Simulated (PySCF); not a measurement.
## How methods differ on the ionisation energy of B

B [He] 2s2 2p1 (2P) → B⁺ [He] 2s2 (1S), as a difference of total energies. Calculation: PySCF 2.14, in dyall-av3z; scalar relativity by spin-free X2C-1e. Correlated levels: valence: 1s2 frozen; virtual orbitals above 40 to 60 times the deepest correlated orbital energy dropped. The calculations carry no spin-orbit coupling.

```json
{"method": "UHF", "ionisation energy (eV)": "8.039", "error (eV)": "-0.258"}
{"method": "MP2 (valence)", "ionisation energy (eV)": "8.264", "error (eV)": "-0.033"}
{"method": "SCS-MP2 (valence)", "ionisation energy (eV)": "8.230", "error (eV)": "-0.067"}
{"method": "CCSD (valence)", "ionisation energy (eV)": "8.175", "error (eV)": "-0.122"}
{"method": "CCSD(T) (valence)", "ionisation energy (eV)": "8.213", "error (eV)": "-0.084"}
```

Reference: 8.297 eV (measured; NIST levels, between the centres of gravity of the two terms).

Errors of the correlated levels include the incompleteness of this basis and the frozen core.
